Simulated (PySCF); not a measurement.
Mapped SMILES: `[CH3:1][CH2:2][C:3]#[C:4][CH:5]=[O:6]`. Hydrogens are named by the atom that carries them.

A single conformation, averaged over atoms made equivalent by symmetry, fast rotation or ring inversion, no solvent model, non-relativistic Hamiltonian. σ from GIAO-PBE0/pcSseg-1; geometry from GFN2-xTB; PySCF 2.14.

References, each an isolated molecule treated in the same way: TMS for ¹³C and ¹H; ¹⁷O against H2O.

| atoms | nucleus | count | Hirshfeld charge | δ (ppm) |
| --- | --- | --- | --- | --- |
| H(C2) | ¹H | 2 | 0.06 | ? |
| C2 | ¹³C | 1 | -0.04 | 16.0 |
| C1 | ¹³C | 1 | -0.11 | 16.1 |
| C5 | ¹³C | 1 | 0.12 | 180.9 |
| H(C1) | ¹H | 3 | 0.05 | ? |
| H(C5) | ¹H | 1 | 0.05 | 9.50 |
| C4 | ¹³C | 1 | -0.07 | 86.4 |
| O6 | ¹⁷O | 1 | -0.22 | ? |
| C3 | ¹³C | 1 | 0.00 | 108.4 |

Task: Estimate the values marked ?.

Result: 
- H(C2): 2.55 ppm, hydrogen on a propargylic sp3 CH2
- H(C1): 1.31 ppm, hydrogen on a methyl carbon
- O6: 739.7 ppm, aldehyde oxygen

Shifts are as computed. Against solution values, carbons near 30 ppm lie about +3 ppm off and those near 130 ppm about +5 ppm (rms about the fit 2.1 ppm; single classes can miss by 10 ppm). Of 1328 compounds with measured shifts, 309 miss one by over three times the rms of a fit or turn the order of signals round; such compounds aren't used in these exercises. Signals without a measured value on file couldn't be tested in this way; 1H shifts scatter by 0.2 ppm about their fit, and single ones miss by 0.5 ppm. Unscaled 17O shifts of doubly bonded oxygen tend to come out too high, by tens of ppm or more. Experimental scales use liquid or dissolved standards, which lie at an offset from isolated H2O (liquid H2O: subtract about 36 ppm).
